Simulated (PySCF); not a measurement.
**Gas-phase XPS of sulfuryl chloride fluoride, computed**

Compound: sulfuryl chloride fluoride, ClFO2S.
Atom-mapped SMILES: `[O:1]=[S:2](=[O:3])([F:4])[Cl:5]`

Method: PySCF, delta-SCF UKS SCAN, pcX-2 on the ionised atom, pcseg-1 elsewhere, spin-free X2C. These are vertical core ionisation energies against the vacuum level, from separate self-consistent calculations with and without the core hole.

List the computed XPS lines with their assignment.

```
atom(s)                    bonded to     level  binding energy (eV)  2p1/2 (eV)  count
  O1/O3              S (double bond)      O 1s               540.10           –      2
     S2  F, 2 O (double bond) and Cl      S 1s              2486.04           –      1
     F4                            S      F 1s               694.07           –      1
    Cl5                            S  Cl 2p3/2               207.92      209.57      1
    Cl5                            S     Cl 1s              2830.51           –      1
```

Which effective nuclear charge Zeff reproduces each element's mean 1s value in the hydrogen-like formula E = 13.606 eV × Zeff²?

O (Z = 8): mean 540.1 eV, Zeff = 6.30, Z − Zeff = 1.70; F (Z = 9): mean 694.1 eV, Zeff = 7.14, Z − Zeff = 1.86; S (Z = 16): mean 2486.0 eV, Zeff = 13.52, Z − Zeff = 2.48; Cl (Z = 17): mean 2830.5 eV, Zeff = 14.42, Z − Zeff = 2.58. Means run over the listed sites, weighted by atom count.

Atoms equivalent by their bonding share one computed value, that of the first of them. Not every level is listed. For 2p shells one spin-free hole was relaxed; a mean-field spin–orbit operator and the ground-state splitting of the three 2p orbitals were then diagonalised within the shell. The shell's mean is (2 × 2p3/2 + 2p1/2)/3, and the degeneracies 2j + 1 give areas of 2:1. 2p1/2 minus 2p3/2 (ligand field included): Cl 1.65 eV. Isolated species at its GFN2-xTB geometry, gas phase.

On x86-64 server, one thread, shared host, this took 29 s wall.
